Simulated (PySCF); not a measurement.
# Which determinant of NaS lies lowest?

Unrestricted PBE0; basis Na jorge-DZP-DKH, S jorge-DZP-DKH; spin-free X2C with a Gaussian nucleus; PySCF 2.14. Outer shells of the fragments: Na 3s1; S 3s2 3p4.

Followed along the bond (rough minima from three points):

```csv
2Ms+1,unpaired,⟨S²⟩ at the start,R at minimum (Å),Te (eV)
2,π ↑,0.75,2.50,0.00
2,σ ↑,0.75,2.43,0.59
4,"σ ↑, π ↑↑",3.75,none in the scan,≤ 2.57
```

Solutions found at the starting distance of 2.560 Å, counted from the lowest of them; the search is not exhaustive and high or unbound solutions are not listed, so other states can lie among these:

| 2Ms+1 | unpaired | term | E (eV) | ⟨S²⟩ | ⟨Lz²⟩ | μ (D) |
| --- | --- | --- | --- | --- | --- | --- |
| 2 | π ↑ | ²Π | 0.00 | 0.75 | 1.01 | -8.53 |
| 2 | σ ↑ | ²Σ⁺ | 0.62 | 0.75 | 0.00 | -9.18 |
| 4 | σ ↑, π ↑↑ | ⁴Σ⁻ | 2.73 | 3.75 | 0.00 | 2.84 |
| 2 | σ ↓, π ↑↑ | mixed | 2.78 | 1.75 | 0.00 | 3.22 |
| 4 | σ ↑↑, π ↑ | ⁴Π | 3.10 | 3.75 | 1.01 | 2.87 |
| 2 | σ ↑, π ↑↓ | mixed | 3.19 | 1.76 | 2.02 | 3.02 |
| 4 | π ↑↑↑ | ⁴Π | 4.23 | 3.75 | 1.00 | 1.28 |
| 4 | σ ↑, π ↑↑ | mixed | 4.67 | 3.75 | 2.01 | 1.15 |
| 4 | σ ↑, π ↑↑ | mixed | 4.77 | 3.75 | 2.01 | 1.51 |

A term symbol is given only where ⟨S²⟩ and ⟨Lz²⟩ are close to those of a pure state; real π, δ and φ orbitals otherwise mix terms. A positive dipole means Na(−)S(+).

Counting both spins, an empty level lies below a filled one in some of these solutions, because spin and occupation are held.
